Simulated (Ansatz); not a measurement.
# BFH4Si: Born-Oppenheimer dynamics

The task is to watch the atoms for 80 steps of 0.25 fs, started with velocities for 200 K and run at constant energy.

Computed with Ansatz 0.2.0, Gaussian basis. Level: BHLYP-D4/def2-SVP.

### Step 1. Starting geometry

7 atoms, charge 0, spin multiplicity 1.

Atoms are counted from 1 here; the program's logs count them from 0.

Bond lengths: B1–Si2 1.949 Å, B1–H4 1.169 Å, B1–H5 1.170 Å, Si2–F3 1.626 Å, Si2–H6 1.467 Å, Si2–H7 1.468 Å. Angles: Si2–B1–H4 122.4°, Si2–B1–H5 120.9°, H4–B1–H5 116.8°, B1–Si2–F3 110.9°, B1–Si2–H6 117.0°, B1–Si2–H7 116.9°, F3–Si2–H6 101.3°, F3–Si2–H7 101.3°, H6–Si2–H7 107.3°.

As a file:

```tsv
atom	x (Å)	y (Å)	z (Å)
B1	-0.9679	0.2906	-0.6701
Si2	0.6095	-0.0916	0.4096
F3	0.7354	-1.6849	0.7069
H4	-1.6995	-0.5483	-1.0282
H5	-1.2265	1.3861	-0.9885
H6	0.6346	0.4571	1.7700
H7	1.9144	0.1910	-0.1998
```

### Step 2. The run

The input, md/in.yaml:

```yaml
crystal:
  periodic: [false, false, false]
  atoms:
    - {symbol: B, position_ang: [-0.967910, 0.290620, -0.670060]}
    - {symbol: Si, position_ang: [0.609510, -0.091570, 0.409600]}
    - {symbol: F, position_ang: [0.735390, -1.684930, 0.706890]}
    - {symbol: H, position_ang: [-1.699520, -0.548270, -1.028180]}
    - {symbol: H, position_ang: [-1.226500, 1.386100, -0.988500]}
    - {symbol: H, position_ang: [0.634630, 0.457050, 1.770000]}
    - {symbol: H, position_ang: [1.914400, 0.191000, -0.199750]}
basis:
  gaussian: {orbitals: def2-SVP}
hamiltonian: {xc: {name: BHLYP}, dispersion: d4}
md: {n_steps: 80, timestep: 0.25, temperature: 200, ensemble: nve, seed: 223, initial_velocities: maxwell_boltzmann}
```

Launch:

```
ansatz run in.yaml --threads 2 --pin off --events-out ev --progress --plain --max-ram 3481MiB
```

**Question.** What will these runs give? Wanted: temperature at the start; mean temperature, second half; lowest and highest potential energy, from the first frame; largest change of potential + kinetic.

As calculated:

```
                                                 quantity              value
                                                   length  80 steps, 20.0 fs
                                 temperature at the start              200 K
                            mean temperature, second half              155 K
lowest and highest potential energy, from the first frame    -83 and 102 meV
                    largest change of potential + kinetic            0.1 meV
```

**Reading.** With no thermostat the total energy should stay fixed; it holds within 0.1 meV, small beside the kinetic energy, so the time step serves. The temperature runs between 42 and 328 K. The bonding pattern stays as it was.
